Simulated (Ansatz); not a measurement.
Cartesian coordinates (Å):
SMILES: s1cccc1
```xyz
9

C     -0.8244    -0.5589    -0.0454
C      0.5739    -0.8152    -0.0012
C      1.3147     0.3299     0.0571
S      0.3148     1.7272     0.0585
C     -1.1133     0.7751    -0.0197
H     -1.5791    -1.3303    -0.0940
H      1.0077    -1.8046    -0.0122
H      2.3868     0.4288     0.0991
H     -2.0811     1.2480    -0.0423
```
Charge 0, multiplicity 1.

Computed with Ansatz (a program for electronic structure) with frozen-core CCSD(T)/cc-pVTZ // B3LYP-D3(BJ)/def2-TZVP. The restricted HF reference is unstable towards unrestricted orbitals.

The HF energy is -551.37941 Ha. The MP2 correlation energy comes out as -0.81307 Ha.

Estimate the CCSD correlation energy, the (T) correction, the total energy and the T1 diagnostic.


```json
{
  "CCSD correlation energy": "-0.83619 Ha",
  "(T) correction": "-0.04624 Ha",
  "CCSD(T) total energy": "-552.26184 Ha",
  "T1 diagnostic": "0.013"
}
```
